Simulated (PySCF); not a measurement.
## SiH4S

The system: SiH4S, a small molecule; neutral, singlet. The structure, one conformer, was relaxed in the gas phase by PBE0-D3(BJ)/def2-SVP. No frequency run checks that it is a minimum.

SMILES: [SiH3]S

Coordinates in Å:
```
Si1    -0.417    0.273    0.109
S2      1.534   -0.118   -0.698
H3     -1.452   -0.634   -0.471
H4     -0.444    0.134    1.596
H5     -0.711    1.684   -0.270
H6      1.591   -1.393   -0.254
```

Shieldings: GIAO PBE0/pcSseg-2. Shifts are against computed references at the same level: H TMS (σ 31.24 ppm), Si TMS (σ 341.3 ppm). Core levels by delta-SCF with SCAN, pcX-2 on the ionised atom and pcseg-1 elsewhere, spin-free X2C (2p3/2 is the spin-free 2p value less a third of a first-order spin-orbit splitting); from the vacuum level, for chosen atoms.

Problem. Give the NMR and core-level values of the distinct atoms.

Solution. 
```tsv
atoms	bonded to	σ (ppm)	δ (ppm)	core level (eV)
Si1	1 S + 3 H	397.8	-56.5	2p3/2 107.50
S2	1 Si + 1 H	763.5	-	2p3/2 169.57
H3 H4 H5	1 Si	26.57	4.68	-
H6	1 S	31.14	0.11	-
```

Values are those of this one static structure, with the three H of a rotating XH3 group averaged; atoms that internal rotation interchanges would show their mean in an NMR spectrum.

Problem. By CAM-B3LYP/def2-SVPD (TDDFT singlets, Tamm-Dancoff triplets, ionisation by delta-SCF), where does absorption start, and what does vertical ionisation take?

Solution. The lowest singlet lies at 5.97 eV (f 0.013), the strongest of the first 6 at 8.00 eV (f 0.083), the lowest triplet at 5.55 eV; vertical ionisation takes 9.94 eV.
